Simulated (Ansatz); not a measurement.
A made-up structure of B2SiH6, closed shell:

B1  (-1.111, 0.895, -0.993)
B2  (-0.052, 0.837, 0.217)
Si3  (0.794, -0.961, 0.605)
H4  (-2.275, 0.653, -0.826)
H5  (-0.766, 1.080, -2.128)
H6  (-0.630, 0.094, -1.664)
H7  (0.339, -2.068, -0.279)
H8  (2.272, -0.829, 0.458)
H9  (0.490, -1.336, 2.014)
(Å)

It is relaxed with PBE-D4/def2-SVP and then PBE0-D4/def2-TZVP (Ansatz 0.2.0). Atoms count as bonded within 1.22 times the sum of their covalent radii (H–H: 0.88 Å). The end point is not checked to be a true minimum.

(1) Does its bonding change? (A judgement: the text doesn't fix the answer.)

Results:

(1) Computed: Yes. Formed: B2–H4, B2–H6; broken: none.

Where it ends: The first stage lowers the energy by 2.94 eV in 16 steps. It ends as B₂SiH₆ ([SiH3][B]12[H][BH]1[H]2):
B1  (-0.945, 1.258, -1.232)
B2  (-0.237, 0.249, -0.434)
Si3  (0.709, -1.129, 0.623)
H4  (-1.562, 0.250, -0.559)
H5  (-1.582, 1.940, -1.948)
H6  (-0.220, 0.237, -1.765)
H7  (0.271, -2.509, 0.281)
H8  (2.170, -1.026, 0.368)
H9  (0.457, -0.906, 2.071)
(Å)

Labels in which every atom is bracketed show which atoms are joined, not bond orders.

For scale, one of the runs: PBE0-D4/def2-TZVP relaxation, 135 basis functions, launched by `ansatz run in.yaml --threads 2 --pin off --events-out ev --progress --plain --max-ram 4352MiB`. Hardware: 2 CPU threads of an Arm Neoverse V2, shared host. Wall time about 9.5 s.
